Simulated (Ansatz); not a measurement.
System: B20 (FeSi-type) FeSi. Method: r²SCAN+rVV10 (plane waves, PAW; Ansatz, an electronic-structure program).

Run with plane-wave cutoff 500 eV, 10×10×10 k mesh, Fermi–Dirac smearing 0.05 eV, no spin polarisation, scalar-relativistic PAW data made under PBE.

Cell (relaxed at this level):

```cif
data_Fe4Si4
_chemical_formula_sum 'Fe4 Si4'
_space_group_name_H-M_alt 'P 1'
_space_group_IT_number 1
_cell_length_a 4.39487
_cell_length_b 4.39487
_cell_length_c 4.39487
_cell_angle_alpha 90.000
_cell_angle_beta 90.000
_cell_angle_gamma 90.000
loop_
_space_group_symop_operation_xyz
  'x, y, z'
loop_
_atom_site_label
_atom_site_type_symbol
_atom_site_fract_x
_atom_site_fract_y
_atom_site_fract_z
_atom_site_occupancy
Fe1 Fe 0.86303 0.63697 0.36303 1
Fe2 Fe 0.63697 0.36303 0.86303 1
Fe3 Fe 0.36303 0.86303 0.63697 1
Fe4 Fe 0.13697 0.13697 0.13697 1
Si1 Si 0.15872 0.34128 0.65872 1
Si2 Si 0.34128 0.65872 0.15872 1
Si3 Si 0.65872 0.15872 0.34128 1
Si4 Si 0.84128 0.84128 0.84128 1
```

Question: Give the computed band gap.

Answer: 
- band gap = 0.33 eV (on the SCF k mesh)

Measured, for comparison: band gap 0.05 eV (temperature not stated, no zero-point or thermal correction, indirect, transport; lower end of the printed range; as tabulated in Tomczak (2018), arXiv:1802.07220). Computed (rounded) less measured: band gap +0.28 eV.

Computed values are for the static lattice.

It cost roughly 5 core-minutes of CPU time.
